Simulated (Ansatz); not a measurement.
# Relaxing a trial structure of FH3OSi

The starting geometry of this gas-phase triplet was optimised with GFN2-xTB as a singlet; its bonds are those of `O[SiH2]F`.

```json
{"atom": "F", "x (Å)": "-0.6299", "y (Å)": "-2.1275", "z (Å)": "0.3827"}
{"atom": "O", "x (Å)": "1.3906", "y (Å)": "-0.5152", "z (Å)": "0.0569"}
{"atom": "Si", "x (Å)": "-0.1668", "y (Å)": "-0.5867", "z (Å)": "0.4711"}
{"atom": "H", "x (Å)": "1.7356", "y (Å)": "-0.9442", "z (Å)": "-0.7222"}
{"atom": "H", "x (Å)": "-1.0422", "y (Å)": "0.0942", "z (Å)": "-0.4667"}
{"atom": "H", "x (Å)": "-0.1916", "y (Å)": "-0.1882", "z (Å)": "1.8589"}
```

Question: Where would you expect an optimisation with r2SCAN-D4/def2-TZVP to take it?

Answer: It loosens into FH2OSi + H, which stay close as a complex. Contacts that open: O2–H4 (0.95 → 2.81 Å).

The energy falls by 2.34 eV over 19 steps:

| step | E − E(last) (eV) |
| --- | --- |
| 1 | 2.337 |
| 3 | 1.408 |
| 5 | 0.983 |
| 7 | 0.265 |
| 9 | 0.026 |
| 11 | 0.004 |
| 13 | 0.002 |
| 15 | 0.001 |
| 17 | 0.000 |
| 19 | 0.000 |

Final geometry (Å):

```xyz
6

F    -0.4020   -2.0284    0.1964
O     1.0904    0.2573    0.1022
Si   -0.3022   -0.4791    0.5372
H     2.4672   -1.9040   -1.0509
H    -1.3728    0.2203   -0.2160
H    -0.3848   -0.3336    2.0118
```

No frequencies were run, so the end isn't proven a minimum. Open shells are spin-unrestricted. The triplet needn't be the ground state. Run with Ansatz 0.2.0, 93 s on 2 threads of Arm Neoverse V1, on a shared host.
